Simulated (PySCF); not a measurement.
# How well do the runs reproduce experiment for propenylacetylene?

**What was measured.**

From NIST CCCBDB Release 22 (SRD 101), experimental dipoles, for the gas: dipole moment 0.662 D.

How close the calculation comes is told at the end.

Propenylacetylene, C5H6.
Numbering: `[CH:1]#[C:2]/[CH:3]=[CH:4]/[CH3:5]` (hydrogens: H6 on C1; H7 on C3; H8 on C4; H9, H10, H11 on C5)

Structure used (GFN2-xTB), in Å, numbered top down from 1:
```xyz
11
C5H6 angstrom
C      2.998    0.238    0.476
C      1.812    0.075    0.574
C      0.423   -0.122    0.710
C     -0.448    0.084   -0.275
C     -1.918   -0.118   -0.154
H      4.033    0.381    0.386
H      0.092   -0.461    1.685
H     -0.094    0.423   -1.241
H     -2.189   -0.457    0.844
H     -2.445    0.814   -0.365
H     -2.258   -0.856   -0.881
```

The PySCF runs (gas phase, on this GFN2-xTB geometry; no spin–orbit coupling):

| level | job | basis functions | wall time |
| --- | --- | --- | --- |
| PBE0/pcSseg-1 | shieldings, charges and field gradients | 115 | 5.3 s |
| HSE06/pcSseg-1, energy threshold 1e-07 Eh | shieldings, charges and field gradients | 115 | 8.4 s |
| PBE0/def2-SVPD | 6 singlets by full TDDFT, 2 Tamm–Dancoff triplets, polarisability | 148 | 7.1 s |

Hardware: an Intel Xeon 6975P-C with one thread, no GPU (shared host).

Results beside the measurements:

**Dipole moment.** Measured: 0.662 D (NIST CCCBDB Release 22 (SRD 101), experimental dipoles).

```
         level  computed (D)  computed − measured (D)  % (from the printed values)
 PBE0/pcSseg-1         1.140                   +0.478                          +72
HSE06/pcSseg-1         1.137                   +0.475                          +72
PBE0/def2-SVPD         1.140                   +0.478                          +72
```

All 3 levels lie above the measurement. The computed dipoles belong to one fixed geometry; measured ones are averaged over vibrations unless marked μe. Magnitudes are compared, not signs.

The geometry is computed, not the measured one. Where a level misses, the cause wasn't examined.
